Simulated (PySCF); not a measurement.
C4H3FO.
Atom-mapped SMILES: `[O:1]=[C:2]1[CH:3]=[C:4]([F:5])[CH2:6]1` (hydrogens: H7 on C3; H8, H9 on C6)

Method: PySCF 2.14.0, PBE0-D3(BJ)/def2-SVP geometry optimisation, gas phase; density fitting, grid level 1; the optimiser is geomeTRIC in internal coordinates, started from a GFN2-xTB structure with every atom displaced at random (about 0.01 Å).

At the end of the run (lengths in Å): C4–F5 1.302, C3=C4 1.350, C6–H9 1.102, C4–C6 1.501, O1=C2 1.196, C3–H7 1.089, C6–H8 1.102, O1–C2–C3 136.3°, O1–C2–C6 132.8°, C3–C4–C6 98.9°, C3–C2–C6 90.9°, O1–C2–C3–C4 180°, C2–C3–C4–F5 180°, C3–C4–C6–C2 0°, H8–C6–C2–O1 65°, H7–C3–C4–F5 0°.

Task: These geometries were met on the way; a selection of coordinates is given. Order them by energy above the end point, lowest first.
A. C4–F5 1.356, C3=C4 1.304, C6–H9 1.074, C4–C6 1.476, O1=C2 1.217, C3–H7 1.068, C6–H8 1.086, O1–C2–C3 137.9°, O1–C2–C6 132.7°, C3–C4–C6 100.4°, C3–C2–C6 89.5°, O1–C2–C3–C4 180°, C2–C3–C4–F5 180°, C3–C4–C6–C2 0°, H8–C6–C2–O1 64°, H7–C3–C4–F5 1°
B. C4–F5 1.304, C3=C4 1.350, C6–H9 1.101, C4–C6 1.503, O1=C2 1.196, C3–H7 1.089, C6–H8 1.101, O1–C2–C3 135.9°, O1–C2–C6 133.2°, C3–C4–C6 98.8°, C3–C2–C6 90.9°, O1–C2–C3–C4 177°, C2–C3–C4–F5 -178°, C3–C4–C6–C2 -1°, H8–C6–C2–O1 68°, H7–C3–C4–F5 1°
C. C4–F5 1.304, C3=C4 1.351, C6–H9 1.102, C4–C6 1.502, O1=C2 1.197, C3–H7 1.089, C6–H8 1.102, O1–C2–C3 138.1°, O1–C2–C6 131.4°, C3–C4–C6 98.2°, C3–C2–C6 90.2°, O1–C2–C3–C4 170°, C2–C3–C4–F5 179°, C3–C4–C6–C2 -3°, H8–C6–C2–O1 76°, H7–C3–C4–F5 -6°

Result: B (0.003 eV), C (0.041 eV), A (0.188 eV).

```json
{"step": "4", "E above end (eV)": "0.003", "rms distance from the end, all atoms (Å)": "0.025", "largest force (eV/Å)": "0.128", "rms shift of all bonds from the end (Å)": "0.001"}
{"step": "2", "E above end (eV)": "0.041", "rms distance from the end, all atoms (Å)": "0.060", "largest force (eV/Å)": "0.548", "rms shift of all bonds from the end (Å)": "0.001"}
{"step": "0", "E above end (eV)": "0.188", "rms distance from the end, all atoms (Å)": "0.028", "largest force (eV/Å)": "4.501", "rms shift of all bonds from the end (Å)": "0.030"}
```

Rows stand in the order of the answer.
